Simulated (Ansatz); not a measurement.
# BPN (quartet): from Hartree-Fock to the top rungs at a displaced geometry (v1), cc-pVDZ

One table from this session's results is given with a row withheld; the runs are named, their logs left out.

Computed with Ansatz 0.2.0, Gaussian basis. Level: cc-pVDZ, core rule «outside noble gas», up to 7 orbitals frozen.

Plan: UHF; CCSD(T) on ROHF; CCSD(T) on UHF; BCCD(T) on ROHF; CISD; CCSDT(Q) on ROHF; CCSDT(Q) on UHF; CASSCF and MRCISD+Q, 9 electrons in 10 orbitals; CASSCF and NEVPT2, 9 electrons in 10 orbitals.

33 further runs of the same task are left out: 20 that didn't finish, 13 set aside as unsound or not needed.

## The system

The geometry is a PBE0/def2-TZVP stationary point (not a proven minimum) with its atoms shifted at random (size 0.040 Å).

3 atoms, charge 0, spin multiplicity 4.

Atoms are counted from 1 here; the program's logs count them from 0.

Bond lengths: N1–B2 1.345 Å, B2–P3 1.886 Å. Angles: N1–B2–P3 177.1°.

Set-up of the first run:

Contents of in.yaml:

```yaml
crystal:
  periodic: [false, false, false]
  atoms:
    - {symbol: N, position_ang: [-0.015433, -0.009008, 1.524806]}
    - {symbol: B, position_ang: [-0.016266, -0.025151, 0.179753]}
    - {symbol: P, position_ang: [0.031698, 0.034159, -1.704560]}
basis:
  gaussian: {orbitals: cc-pVDZ}
magnetization: {spin_polarized: true, initial_magnetization: 3}
hamiltonian: {xc: hf}
output: {orbitals: {seedname: orbitals}}
```

On the command line:

```
$ ansatz run in.yaml --threads 1 --pin off --events-out ev --progress --plain --max-ram 2393MiB
```

Among the steps run: UHF; CCSD(T) on ROHF; CCSD(T) on UHF; BCCD(T) on ROHF; CISD; CCSDT(Q) on ROHF; CCSDT(Q) on UHF; CASSCF and MRCISD+Q, 9 electrons in 10 orbitals; CASSCF and NEVPT2, 9 electrons in 10 orbitals.

One table of the session follows, with a row left open; its other results are not shown here.

```
          method  from UCCSDT(Q) (meV)
            ROHF               +8987.6
             UHF               +8486.0
            RMP2               +1372.6
            UMP2               +1700.7
            CISD               +1249.8
           RCCSD                +410.0
           UCCSD                +386.4
        RCCSD(T)                     ?
        UCCSD(T)                 +87.3
         BCCD(T)                 +80.1
          RCCSDT                 +32.7
          UCCSDT                 +29.7
       RCCSDT(Q)                  +3.8
       UCCSDT(Q)                     0
  CASSCF valence               +6174.3
  NEVPT2 valence               +1260.5
  MRCISD valence                +572.8
MRCISD+Q valence                 +47.7
```

Q: Estimate the row for RCCSD(T) from the others.

**Answer.** from UCCSDT(Q) (meV): +77.8. In the column «from UCCSDT(Q) (meV)» it lies between MRCISD+Q valence (+47.7) and BCCD(T) (+80.1).

Among the levels timed on like hardware and quicker than the yardstick, those that no quicker one beats, quickest first: NEVPT2 valence (63 s, +1260.5 meV); CISD (70 s, +1249.8 meV); UCCSD(T) (76 s, +87.3 meV); MRCISD+Q valence (78 s, +47.7 meV).

Caveats from the session: Of the multireference levels listed MRCISD+Q valence comes nearest in total energy (+47.7 meV), which doesn't show that its space is the better one. Restricted and unrestricted rows rest on different reference determinants; where their highest levels disagree by more than a few hundredths of an eV, they describe different states and don't form one ladder.
